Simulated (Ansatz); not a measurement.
Reaction (SMILES): FC(F)(F)F → C atom + 4 F atom
B3LYP-D3(BJ)/def2-TZVP geometries, fixed; electronic energies without zero-point terms.

Basis-set convergence of the atomisation energy at PBE0 with Ansatz (a program for electronic structure). Cartesian d functions, on some or all atoms, in 6-31+G*; all else is spherical. The program fits the integrals of some runs and decomposes those of others, by size. Open shells are unrestricted. No added dispersion term, no relativity. Functions are those of the species that has most. Reference: the value in aug-cc-pVQZ, 479.03 kcal/mol, itself unsure by roughly 0.49 kcal/mol (its mean distance from def2-QZVPPD, pcseg-3, def2-QZVPP). Deviations are taken from unrounded values.

| basis | functions | atomisation energy (kcal/mol) | minus reference (kcal/mol) |
|---|---|---|---|
| cc-pVDZ | 70 | 476.19 | -2.84 |
| pcseg-1 | 70 | 473.09 | -5.93 |
| 6-311G** | 90 | 475.13 | -3.90 |
| 6-31+G* | 95 | 470.14 | -8.89 |
| 6-311++G(2d,2p) | 135 | 472.37 | -6.66 |
| cc-pVTZ | 150 | 481.05 | 2.02 |
| pcseg-3 | 300 | 479.23 | 0.20 |
| def2-QZVPPD | 327 | 478.28 | -0.75 |
| aug-cc-pVQZ | 400 | 479.03 | 0.00 |
